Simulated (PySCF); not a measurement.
Computed with B3LYP-D3(BJ)/def2-TZVP run with PySCF 2.14.0. Isolated molecules, 0 K electronic values unless said otherwise. One relaxed conformer stands for a flexible species; it need not be the lowest. B3LYP has the VWN-RPA correlation part, as in Gaussian. Delta-SCF ions had no search for a lower state. Excitations are Tamm–Dancoff values on a coarser integration grid. The basis has no diffuse functions, so Rydberg states are missing or too high.

Reference species (SMILES): `B(F)(F)F` (neutral, multiplicity 1).

- vertical ionisation energy (Delta-SCF) = 15.21 eV
- S1 excitation (TDA) = 10.48 eV
- T1 excitation (TDA) = 10.23 eV
- HOMO = -11.90 eV

Changed species: `B(S)(S)S` (3 of 3 F replaced by SH; the reference has 0 of 3 F replaced by SH).

Problem. What does the change do to the vertical ionisation energy (Delta-SCF), S1 excitation (TDA), T1 excitation (TDA) and HOMO?

Solution. the vertical ionisation energy (Delta-SCF) drops by 5.74 eV, to 9.47 eV; the S1 excitation (TDA) falls by 5.16 eV, to 5.32 eV; the T1 excitation (TDA) drops by 5.43 eV, to 4.80 eV; the HOMO goes up by 4.61 eV, to -7.29 eV.
